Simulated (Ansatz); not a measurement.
Born–Oppenheimer molecular dynamics of C2H2S2 (6 atoms, charge 0, multiplicity 1). It starts from a relaxed structure.

The calculation used Ansatz 0.2.0, RKS BLYP-D4/def2-SVP.

```yaml
ensemble: NVE (velocity Verlet)
time_step: 0.25 fs
steps_asked: 150
starting_velocities_drawn_for: 500 K
masses: H 2.014 u
seed: 641794
```

First frame:

```xyz
6
Properties=species:S:1:pos:R:3
S 1.426 -0.286 -1.832
C 0.356 -0.223 -0.526
C -0.329 -0.264 0.502
S -1.388 -0.440 1.807
H 0.823 0.645 -2.644
H -0.846 0.504 2.647
```

Task: What does the run give?

Result: All steps were run.

```yaml
steps_done: 150
time_covered: 37.5 fs
mean_temperature_over_the_second_half: 217 K
spread_of_the_potential_energy_over_the_second_half: 5.3 meV per atom
mean_potential_energy_of_the_second_half_above_the_start: 24.4 meV per atom
```

The conserved energy stayed within 0.012 meV per atom of its start (net change 0.0067 meV per atom), so the integration is sound. A run of 0.037 ps of so small a system gives no equilibrium averages.

Task: What happens to the structure?

Result: The same pairs are bonded in the first frame and the last. Pairs count as bonded within 1.25 times the sum of covalent radii (0.12 Å more for H–H). Another seed would give other details.

Task: How do temperature and energy run in time?

Result: 
```
time (fs)  T (K)  potential energy less start (eV)  conserved less start (meV/atom)
      0.0    500                             0.000                             0.00
      1.2    484                             0.008                             0.00
      2.5    445                             0.029                             0.01
      3.8    400                             0.052                             0.01
      5.0    367                             0.069                             0.01
      6.2    347                             0.079                             0.01
      7.5    331                             0.087                             0.00
      8.8    306                             0.100                             0.00
     10.0    267                             0.121                             0.01
     11.2    221                             0.144                             0.01
     12.5    185                             0.163                             0.01
     13.8    169                             0.171                             0.01
     15.0    170                             0.171                             0.01
     16.2    176                             0.168                             0.01
     17.5    175                             0.168                             0.01
     18.8    166                             0.173                             0.01
     20.0    152                             0.180                             0.01
     21.2    144                             0.184                             0.01
     22.5    148                             0.182                             0.01
     23.8    162                             0.175                             0.01
     25.0    178                             0.167                             0.01
     26.2    189                             0.161                             0.01
     27.5    194                             0.158                             0.01
     28.8    201                             0.155                             0.01
     30.0    215                             0.147                             0.01
     31.2    237                             0.136                             0.01
     32.5    261                             0.123                             0.01
     33.8    284                             0.112                             0.01
     35.0    305                             0.101                             0.01
     36.2    326                             0.090                             0.01
     37.5    348                             0.079                             0.01
```

The run took 7 min on 1 thread of Intel(R) Xeon(R) Processor @ 2.50GHz (Skylake/Cascade Lake), with other jobs on the host, peak memory 0.11 GiB.
